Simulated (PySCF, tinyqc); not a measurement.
CID on RHF in the sto-3g basis, frozen core, for HF, spin multiplicity 1, step by step. The lowest restricted solution is unstable here: a spin-polarised one lies 0.0537 hartree lower (PySCF). Computed by tinyqc, a small Python program that keeps every step (integrals from PySCF). Settings: charge = 0, multiplicity = 1, basis = sto-3g, method = RHF, frozen orbitals = 1, energy threshold = 1e-10, iteration cap = 56, orthogonalisation = symmetric, start = Wolfsberg-Helmholz matrix, DIIS depth = 6, ci = CID, davidson = 1. Command: `OMP_NUM_THREADS=1 python tinyqc.py 23903 23904 out.jsonl` (the two numbers bound the seeds that draw the settings). One thread of a shared host (Intel(R) Xeon(R) Processor @ 2.60GHz), about 0.1 s of CPU time with the checks. The early iterations of the SCF are left out here.

## One-electron integrals

Geometry (angstrom):
```
atom         x         y         z
F     0.000000  0.000000  0.000000
H     0.000000  0.000000  1.487000
```

Basis sto-3g: exponents (1/bohr^2) and contraction coefficients of normalised primitives:
```
element  l (shell)    exponent  coefficient
F            s (1)  166.679130     0.154329
F            s (1)   30.360812     0.535328
F            s (1)    8.216821     0.444635
F            s (2)    6.464803    -0.099967
F            s (2)    1.502281     0.399513
F            s (2)    0.488588     0.700115
F            p (3)    6.464803     0.155916
F            p (3)    1.502281     0.607684
F            p (3)    0.488588     0.391957
H            s (1)    3.425251     0.154329
H            s (1)    0.623914     0.535328
H            s (1)    0.168855     0.444635
```

Overlap, kinetic and nuclear-attraction integrals over the contracted functions; the nuclear repulsion is the sum of Za Zb / Rab.

nuclear repulsion = 3.20282105 hartree

overlap S, order 1F 1s, 1F 2s, 1F 2px, 1F 2py, 1F 2pz, 2H 1s:
$$\begin{pmatrix}
1.000000 & 0.237990 & 0.000000 & 0.000000 & 0.000000 & 0.013136 \\
0.237990 & 1.000000 & 0.000000 & 0.000000 & 0.000000 & 0.167375 \\
0.000000 & 0.000000 & 1.000000 & 0.000000 & 0.000000 & 0.000000 \\
0.000000 & 0.000000 & 0.000000 & 1.000000 & 0.000000 & 0.000000 \\
0.000000 & 0.000000 & 0.000000 & 0.000000 & 1.000000 & 0.155619 \\
0.013136 & 0.167375 & 0.000000 & 0.000000 & 0.155619 & 1.000000
\end{pmatrix}$$

kinetic energy T (hartree), order 1F 1s, 1F 2s, 1F 2px, 1F 2py, 1F 2pz, 2H 1s:
$$\begin{pmatrix}
36.984577 & -0.212858 & 0.000000 & 0.000000 & 0.000000 & -0.003961 \\
-0.212858 & 1.037995 & 0.000000 & 0.000000 & 0.000000 & -0.013782 \\
0.000000 & 0.000000 & 3.248015 & 0.000000 & 0.000000 & 0.000000 \\
0.000000 & 0.000000 & 0.000000 & 3.248015 & 0.000000 & 0.000000 \\
0.000000 & 0.000000 & 0.000000 & 0.000000 & 3.248015 & 0.020385 \\
-0.003961 & -0.013782 & 0.000000 & 0.000000 & 0.020385 & 0.760032
\end{pmatrix}$$

nuclear attraction V (hartree), order 1F 1s, 1F 2s, 1F 2px, 1F 2py, 1F 2pz, 2H 1s:
$$\begin{pmatrix}
-77.365449 & -9.261502 & 0.000000 & 0.000000 & -0.005726 & -0.523601 \\
-9.261502 & -11.897050 & 0.000000 & 0.000000 & -0.071610 & -1.345783 \\
0.000000 & 0.000000 & -11.794250 & 0.000000 & 0.000000 & 0.000000 \\
0.000000 & 0.000000 & 0.000000 & -11.794250 & 0.000000 & 0.000000 \\
-0.005726 & -0.071610 & 0.000000 & 0.000000 & -11.825431 & -1.043225 \\
-0.523601 & -1.345783 & 0.000000 & 0.000000 & -1.043225 & -4.415724
\end{pmatrix}$$

core Hamiltonian H = T + V (hartree), order 1F 1s, 1F 2s, 1F 2px, 1F 2py, 1F 2pz, 2H 1s:
$$\begin{pmatrix}
-40.380872 & -9.474359 & 0.000000 & 0.000000 & -0.005726 & -0.527562 \\
-9.474359 & -10.859055 & 0.000000 & 0.000000 & -0.071610 & -1.359565 \\
0.000000 & 0.000000 & -8.546235 & 0.000000 & 0.000000 & 0.000000 \\
0.000000 & 0.000000 & 0.000000 & -8.546235 & 0.000000 & 0.000000 \\
-0.005726 & -0.071610 & 0.000000 & 0.000000 & -8.577416 & -1.022840 \\
-0.527562 & -1.359565 & 0.000000 & 0.000000 & -1.022840 & -3.655692
\end{pmatrix}$$

## Two-electron integrals

Functions are numbered as in S; the eight-fold symmetry (ij|kl) = (ji|kl) = (kl|ij) leaves the list below.

Two-electron integrals (ij|kl) in chemists' order, unique and non-zero (hartree):
```
(11|11) 5.403501   (21|11) 0.841920   (21|21) 0.156299   (22|11) 1.268028
(22|21) 0.292344   (22|22) 0.926167   (31|31) 0.027998   (32|31) 0.043169
(32|32) 0.204588   (33|11) 1.264502   (33|21) 0.292403   (33|22) 0.925959
(33|33) 0.997514   (41|41) 0.027998   (42|41) 0.043169   (42|42) 0.204588
(43|43) 0.053770   (44|11) 1.264502   (44|21) 0.292403   (44|22) 0.925959
(44|33) 0.889973   (44|44) 0.997514   (51|51) 0.027998   (52|51) 0.043169
(52|52) 0.204588   (53|53) 0.053770   (54|54) 0.053770   (55|11) 1.264502
(55|21) 0.292403   (55|22) 0.925959   (55|33) 0.889973   (55|44) 0.889973
(55|55) 0.997514   (61|11) 0.047028   (61|21) 0.008663   (61|22) 0.016123
(61|33) 0.016103   (61|44) 0.016103   (61|51) 0.000323   (61|52) 0.000612
(61|55) 0.016166   (61|61) 0.000484   (62|11) 0.138428   (62|21) 0.032427
(62|22) 0.117210   (62|33) 0.115502   (62|44) 0.115502   (62|51) 0.002140
(62|52) 0.018023   (62|55) 0.120509   (62|61) 0.001822   (62|62) 0.019565
(63|31) 0.003155   (63|32) 0.019655   (63|53) 0.003643   (63|63) 0.002726
(64|41) 0.003155   (64|42) 0.019655   (64|54) 0.003643   (64|64) 0.002726
(65|11) 0.102923   (65|21) 0.024396   (65|22) 0.094644   (65|33) 0.090919
(65|44) 0.090919   (65|51) 0.004495   (65|52) 0.032816   (65|55) 0.101989
(65|61) 0.001415   (65|62) 0.019515   (65|65) 0.022097   (66|11) 0.354297
(66|21) 0.084289   (66|22) 0.352174   (66|33) 0.343404   (66|44) 0.343404
(66|51) 0.005529   (66|52) 0.067062   (66|55) 0.369544   (66|61) 0.004741
(66|62) 0.082001   (66|65) 0.096578   (66|66) 0.774606
```

## Orthogonalisation

S = U s U^T; symmetric (Loewdin) form X = U s^(-1/2) U^T, so that X^T S X = 1.

eigenvalues of S: [0.699355, 0.872678, 1.000000, 1.000000, 1.114206, 1.313761]

X, order 1F 1s, 1F 2s, 1F 2px, 1F 2py, 1F 2pz, 2H 1s:
$$\begin{pmatrix}
1.022359 & -0.124830 & 0.000000 & 0.000000 & -0.001284 & 0.009168 \\
-0.124830 & 1.033693 & 0.000000 & 0.000000 & 0.010437 & -0.088532 \\
0.000000 & 0.000000 & 1.000000 & 0.000000 & 0.000000 & 0.000000 \\
0.000000 & 0.000000 & 0.000000 & 1.000000 & 0.000000 & 0.000000 \\
-0.001284 & 0.010437 & 0.000000 & 0.000000 & 1.009447 & -0.080488 \\
0.009168 & -0.088532 & 0.000000 & 0.000000 & -0.080488 & 1.020564
\end{pmatrix}$$

## Iteration 6 (converged): orbitals

converged F (hartree), order 1F 1s, 1F 2s, 1F 2px, 1F 2py, 1F 2pz, 2H 1s:
$$\begin{pmatrix}
-25.925219 & -6.626560 & 0.000000 & 0.000000 & -0.010595 & -0.374281 \\
-6.626560 & -3.010903 & 0.000000 & 0.000000 & -0.003569 & -0.406373 \\
0.000000 & 0.000000 & -0.465896 & 0.000000 & 0.000000 & 0.000000 \\
0.000000 & 0.000000 & 0.000000 & -0.465896 & 0.000000 & 0.000000 \\
-0.010595 & -0.003569 & 0.000000 & 0.000000 & -0.166754 & -0.333265 \\
-0.374281 & -0.406373 & 0.000000 & 0.000000 & -0.333265 & -0.189344
\end{pmatrix}$$

Diagonalise F' = X^T F X, C = X C', fill 5 alpha and 5 beta electrons from the bottom; D = 2 C_occ C_occ^T. Each column has its largest component positive (the first on a tie).

F' = X^T F X (hartree):
$$\begin{pmatrix}
-25.459096 & -3.383179 & 0.000000 & 0.000000 & -0.020371 & -0.007625 \\
-3.383179 & -1.845896 & 0.000000 & 0.000000 & 0.035741 & -0.203206 \\
0.000000 & 0.000000 & -0.465896 & 0.000000 & 0.000000 & 0.000000 \\
0.000000 & 0.000000 & 0.000000 & -0.465896 & 0.000000 & 0.000000 \\
-0.020371 & 0.035741 & 0.000000 & 0.000000 & -0.116628 & -0.320923 \\
-0.007625 & -0.203206 & 0.000000 & 0.000000 & -0.320923 & -0.092168
\end{pmatrix}$$

orbital energies (hartree): MO1 -25.934319, MO2 -1.401433, MO3 -0.465896, MO4 -0.465896, MO5 -0.413169, MO6 0.235132

coefficients C, order 1F 1s, 1F 2s, 1F 2px, 1F 2py, 1F 2pz, 2H 1s:
$$\begin{pmatrix}
0.995068 & -0.261494 & 0.000000 & 0.000000 & 0.033077 & 0.035373 \\
0.020047 & 1.015191 & 0.000000 & 0.000000 & -0.166074 & -0.182907 \\
0.000000 & 0.000000 & 0.742917 & 0.669384 & 0.000000 & 0.000000 \\
0.000000 & 0.000000 & -0.669384 & 0.742917 & 0.000000 & 0.000000 \\
0.000679 & 0.007014 & 0.000000 & 0.000000 & 0.688538 & -0.742589 \\
-0.001862 & 0.067790 & 0.000000 & 0.000000 & 0.631705 & 0.807652
\end{pmatrix}$$

D after iteration 6, order 1F 1s, 1F 2s, 1F 2px, 1F 2py, 1F 2pz, 2H 1s:
$$\begin{pmatrix}
2.119269 & -0.502024 & 0.000000 & 0.000000 & 0.043234 & 0.002631 \\
-0.502024 & 2.117191 & 0.000000 & 0.000000 & -0.214427 & -0.072254 \\
0.000000 & 0.000000 & 2.000000 & 0.000000 & 0.000000 & 0.000000 \\
0.000000 & 0.000000 & 0.000000 & 2.000000 & 0.000000 & 0.000000 \\
0.043234 & -0.214427 & 0.000000 & 0.000000 & 0.948268 & 0.870854 \\
0.002631 & -0.072254 & 0.000000 & 0.000000 & 0.870854 & 0.807301
\end{pmatrix}$$

Within a degenerate level the vectors are fixed only up to a rotation; this is one choice.

## Convergence

Stop when the energy changes by less than 1e-10 hartree and every element of the error matrix X^T (F D S - S D F) X is below 3e-06.

Course of the cycle:
```
iteration   E (hartree)     change  largest element of the error matrix
1          -98.03555361          -                             3.83e-01
2          -98.39127727  -3.56e-01                             2.11e-01
3          -98.41956213  -2.83e-02                             1.41e-03
4          -98.41956341  -1.27e-06                             1.09e-04
5          -98.41956341  -7.29e-09                             1.73e-06
6          -98.41956341  -2.66e-12                             3.20e-07
```

PySCF RHF in the same basis = -98.41956341 hartree

Converged in 6 iterations.

## Integrals over molecular orbitals

(pq|rs) = sum C_ip C_jq C_kr C_ls (ij|kl), one index at a time.

one-electron integrals over orbitals h = C^T H C (hartree):
$$\begin{pmatrix}
-40.363882 & 0.730277 & 0.000000 & 0.000000 & -0.086514 & -0.097130 \\
0.730277 & -9.110064 & 0.000000 & 0.000000 & 0.380669 & 0.551964 \\
0.000000 & 0.000000 & -8.546235 & 0.000000 & 0.000000 & 0.000000 \\
0.000000 & 0.000000 & 0.000000 & -8.546235 & 0.000000 & 0.000000 \\
-0.086514 & 0.380669 & 0.000000 & 0.000000 & -6.375256 & 2.481151 \\
-0.097130 & 0.551964 & 0.000000 & 0.000000 & 2.481151 & -5.826458
\end{pmatrix}$$

Two-electron integrals over orbitals (pq|rs), unique and non-zero (hartree); the lowest 1 orbital is frozen and left out:
```
(22|22) 0.884766    (32|32) 0.192457    (33|22) 0.902560    (33|33) 0.997514
(42|42) 0.192457    (43|43) 0.053770    (44|22) 0.902560    (44|33) 0.889973
(44|44) 0.997514    (52|22) -0.042442   (52|33) -0.050736   (52|44) -0.050736
(52|52) 0.119419    (53|32) -0.018978   (53|53) 0.030955    (54|42) -0.018978
(54|54) 0.030955    (55|22) 0.652208    (55|33) 0.638197    (55|44) 0.638197
(55|52) -0.004447   (55|55) 0.632410    (62|22) -0.058480   (62|33) -0.059135
(62|44) -0.059135   (62|52) -0.087910   (62|55) -0.018156   (62|62) 0.091452
(63|32) -0.019713   (63|53) -0.024805   (63|63) 0.027753    (64|42) -0.019713
(64|54) -0.024805   (64|64) 0.027753    (65|22) -0.273632   (65|33) -0.273858
(65|44) -0.273858   (65|52) 0.062013    (65|55) -0.081530   (65|62) 0.023584
(65|65) 0.261939    (66|22) 0.613746    (66|33) 0.601282    (66|44) 0.601282
(66|52) 0.032460    (66|55) 0.622839    (66|62) -0.042412   (66|65) -0.031902
(66|66) 0.641893
```

## CID: determinants and Hamiltonian

one-electron integrals dressed by the frozen orbital, h + 2 (pq|11) - (p1|1q) (hartree), order 2, 3, 4, 5, 6:
$$\begin{pmatrix}
-6.696519 & 0.000000 & 0.000000 & 0.211875 & 0.353919 \\
0.000000 & -6.047685 & 0.000000 & 0.000000 & 0.000000 \\
0.000000 & 0.000000 & -6.047685 & 0.000000 & 0.000000 \\
0.211875 & 0.000000 & 0.000000 & -4.721452 & 1.586704 \\
0.353919 & 0.000000 & 0.000000 & 1.586704 & -4.234269
\end{pmatrix}$$

energy of the frozen orbital, 2 h_11 + (11|11) = -75.36264995 hartree

Hartree-Fock energy = -98.41956341 hartree

Slater-Condon rules over spin orbitals, with the nuclear repulsion and the energy of the frozen orbital added and E(HF) subtracted on the diagonal. Only determinants linked to the reference directly or through others are kept (one block of an abelian symmetry group), so some states are absent.

Occupation strings over the orbitals (2 doubly, a alpha, b beta, 0 empty; spin orbitals ordered 1a 1b 2a 2b ...): 222220 222202 2a22b2 222022 220222 2b22a2 202222

H - E(HF) between determinants (hartree), order 222220, 222202, 2a22b2, 222022, 220222, 2b22a2, 202222:
$$\begin{pmatrix}
0.000000 & 0.261939 & -0.023584 & 0.027753 & 0.027753 & 0.023584 & 0.091452 \\
0.261939 & 0.603426 & 0.045783 & 0.030955 & 0.030955 & -0.045783 & 0.119419 \\
-0.023584 & 0.045783 & 1.459187 & 0.018978 & 0.018978 & -0.119419 & 0.083779 \\
0.027753 & 0.030955 & 0.018978 & 0.691842 & 0.053770 & -0.018978 & 0.192457 \\
0.027753 & 0.030955 & 0.018978 & 0.053770 & 0.691842 & -0.018978 & 0.192457 \\
0.023584 & -0.045783 & -0.119419 & -0.018978 & -0.018978 & 1.459187 & -0.083779 \\
0.091452 & 0.119419 & 0.083779 & 0.192457 & 0.192457 & -0.083779 & 2.527708
\end{pmatrix}$$

## CID: roots

Diagonalise (each vector has its largest component positive (the first on a tie)); all determinants have Ms = 0, so triplets appear too. The lowest singlet root is the correlation energy.

lowest roots of this matrix, relative to E(HF) (hartree): [-0.100828, 0.638072, 0.663147, 0.729127, 1.339768, 1.567239, 2.596667]

lowest vectors, order 222220, 222202, 2a22b2, 222022, 220222, 2b22a2, 202222:
$$\begin{pmatrix}
0.936718 & 0.000000 & 0.263962 & 0.225079 \\
-0.347413 & 0.000000 & 0.746512 & 0.561134 \\
0.023775 & 0.000000 & -0.015370 & -0.032463 \\
-0.015422 & 0.707107 & -0.431100 & 0.550293 \\
-0.015422 & -0.707107 & -0.431100 & 0.550293 \\
-0.023775 & 0.000000 & 0.015370 & 0.032463 \\
-0.016064 & 0.000000 & 0.029618 & -0.163446
\end{pmatrix}$$

<S^2> of these roots: [0.000000, 0.000000, 0.000000, 0.000000, 2.000000, 0.000000, 0.000000]

weight of the ground state by excitation level 0, 1, 2, ...: [0.877440, 0.000000, 0.122560]

The reference has a weight of only 0.88: one determinant is a poor start here.

## The lowest root by the Davidson method

Start from the reference; add the residual divided by (theta - H_ii), orthogonalised, at each step.

Davidson iterations:
```
iteration  subspace  lowest Ritz value (hartree)  residual norm
1                 1                            0       2.82e-01
2                 2                  -0.09937522       5.28e-02
3                 3                  -0.10082738       8.28e-04
4                 4                  -0.10082797       1.25e-04
5                 5                  -0.10082798       3.73e-16
```
